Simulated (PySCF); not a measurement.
## Protonation sites of methylketene

System: `CC=C=O` (C3H4O). Numbering: `[CH3:1][CH:2]=[C:3]=[O:4]`

Computed at ωB97X-D3(BJ)/def2-TZVP // PBE0-D3(BJ)/def2-SVP with PySCF (density fitting, grid level 2). Zero-point and thermal terms (298.15 K, 1 bar) come from unscaled PBE0-D3(BJ)/def2-SVP harmonic frequencies, with soft modes damped to free rotors in the entropy.

```csv
site,product,PA / kJ/mol,GB / kJ/mol,gas share,above best in DMF / kJ/mol
C2 (alkene carbon),CCC#[O+],852,820,> 99.9 %,0.0
O4 (carbonyl oxygen),CC=C=[OH+],695,664,< 0.1 %,153.3
```

PA is −ΔH and GB is −ΔG of B + H⁺ → BH⁺ in the gas phase. Shares are Boltzmann weights among the listed products; an error of 10 kJ/mol changes a ratio about 56-fold. Sites whose products fell apart, merged with another or lost in a GFN2-xTB screen aren't listed. Values in solvent are IEF-PCM free energies relative to the most favourable product.

Among these, C2 (alkene carbon) wins by 155 kJ/mol in gas-phase free energy over O4.

In DMF the product from C2 is solvated 256 kJ/mol more strongly than the parent (electrostatics only).

Measured values (NIST Chemistry WebBook, evaluated or the median of agreeing entries): proton affinity (−ΔH) 834 kJ/mol (computed 852, difference 18); gas-phase basicity (−ΔG) 803 kJ/mol (computed 820, difference 17). These are compared with the most favourable site that keeps the skeleton.

Note: protonation at a multiple bond is drawn as the open cation; a hydrogen-bridged form may lie lower, and the ion may have rearranged by a hydride shift.

Differences come from unrounded values, so a last digit can differ from that of the printed terms.
